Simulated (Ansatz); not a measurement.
# AlHO (singlet): from Hartree-Fock to the top rungs, cc-pVDZ

An exercise on one series of results from a longer session: the logs are not shown, and one member is left open.

The runs use Ansatz 0.2.0, Gaussian basis; cc-pVDZ, core rule «outside noble gas», up to 6 orbitals frozen.

The runs, in order: UHF; CCSD(T) on RHF; BCCD(T) on RHF; CISD; CCSDT(Q) on RHF; CCSDTQ on RHF.

10 further runs of the same task are left out: 7 for a known fault of the program, 3 set aside as unsound or not needed.

### The geometry

The geometry is a PBE0/def2-TZVP stationary point (not a proven minimum).

3 atoms, charge 0, spin multiplicity 1.

Atoms are counted from 1 here; the program's logs count them from 0.

Bond lengths: Al1–O2 1.674 Å, O2–H3 0.950 Å. Angles: Al1–O2–H3 180.0°.

The first run:

Input file in.yaml:

```yaml
crystal:
  periodic: [false, false, false]
  atoms:
    - {symbol: Al, position_ang: [0.000000, 0.000000, 1.432992]}
    - {symbol: O, position_ang: [0.000000, 0.000000, -0.241478]}
    - {symbol: H, position_ang: [0.000000, 0.000000, -1.191514]}
basis:
  gaussian: {orbitals: cc-pVDZ}
magnetization: {spin_polarized: true, initial_magnetization: 0}
hamiltonian: {xc: hf}
output: {orbitals: {seedname: orbitals}}
```

Command:

```bash
ansatz run in.yaml --threads 1 --pin off --events-out ev --progress --plain --max-ram 2560MiB --backend cpu
```

Among the steps run: UHF; CCSD(T) on RHF; BCCD(T) on RHF; CISD; CCSDT(Q) on RHF; CCSDTQ on RHF.

One of the session's tables, all rows but one given; the rest of the session is left out.

```
   method  from RCCSDTQ (meV)
      RHF             +7079.3
     RMP2              +625.2
     CISD              +692.9
    RCCSD              +185.2
 RCCSD(T)               +30.7
  BCCD(T)               +27.7
   RCCSDT                   ?
RCCSDT(Q)                -2.5
  RCCSDTQ                   0
```

Estimate the missing values for RCCSDT.

As computed: from RCCSDTQ (meV): +19.2. In the column «from RCCSDTQ (meV)» it lies between RCCSDTQ (0) and BCCD(T) (+27.7).
